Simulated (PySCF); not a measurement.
# How far each method lies from full CI for CS2, singlet

Geometry: MP2(full)/6-31G*, from the G2/97 set.

```xyz
3

S     0.0000    0.0000    1.5611
C     0.0000    0.0000    0.0000
S     0.0000    0.0000   -1.5611
```

Basis STO-3G; PySCF 2.14.0. Correlated methods freeze the noble-gas cores, which leaves 16 electrons in 12 orbitals. R marks a restricted (for open shells ROHF) determinant.

Full CI is exact within this basis and frozen core; it isn't the basis-set limit.

- T1 diagnostic (ROHF- or RHF-based CCSD): 0.0194
- largest doubles amplitude (ROHF- or RHF-based CCSD): 0.094

```json
{"level": "RHF", "E − E(full CI) (mEh)": "181.67", "share of correlation (%)": "0.00", "wall time": "–"}
{"level": "RMP2", "E − E(full CI) (mEh)": "9.59", "share of correlation (%)": "94.72", "wall time": "–"}
{"level": "RCCSD", "E − E(full CI) (mEh)": "16.99", "share of correlation (%)": "90.65", "wall time": "–"}
{"level": "RCCSD(T)", "E − E(full CI) (mEh)": "1.35", "share of correlation (%)": "99.25", "wall time": "0.19 s"}
{"level": "RCCSDT", "E − E(full CI) (mEh)": "1.06", "share of correlation (%)": "99.42", "wall time": "–"}
{"level": "RCCSDT(Q)", "E − E(full CI) (mEh)": "0.13", "share of correlation (%)": "99.93", "wall time": "1.4 s"}
```

The correlation energy at full CI, counted from RHF, is -4.943 eV. Full CI, over all symmetries tried, took 0.35 s on 1 thread of Arm Neoverse V1, shared host; the state has 30,901 determinants.

Times are those of the correlated step on a shared host, with one SCF added for the restricted CCSD run; they ran on 1 thread of Arm Neoverse V1.

The full-CI state has the irrep Ag of D2h, in the program's axes (one component, if the state is degenerate).

Natural occupations of full CI about the gap: 1.966 1.949 1.949 1.933 1.933 0.120 0.120 0.040 0.022; effectively unpaired electrons, Σ n²(2−n)², 0.17.

Atomization energy (electronic, same basis, no zero-point term; atoms at the same level, unrestricted beside the R rows where the molecule is a closed shell; the atoms' step beyond CCSDT comes from their full CI) at full CI: 1114.5 kJ/mol. Errors of other levels:

| level | error (kJ/mol) |
| --- | --- |
| RHF | -423.9 |
| RMP2 | 2.1 |
| RCCSD | -44.6 |
| RCCSD(T) | -3.6 |
| RCCSDT | -2.8 |
| RCCSDT(Q) | -0.3 |

This basis is far from its limit, so the value isn't to be set against a measured one.
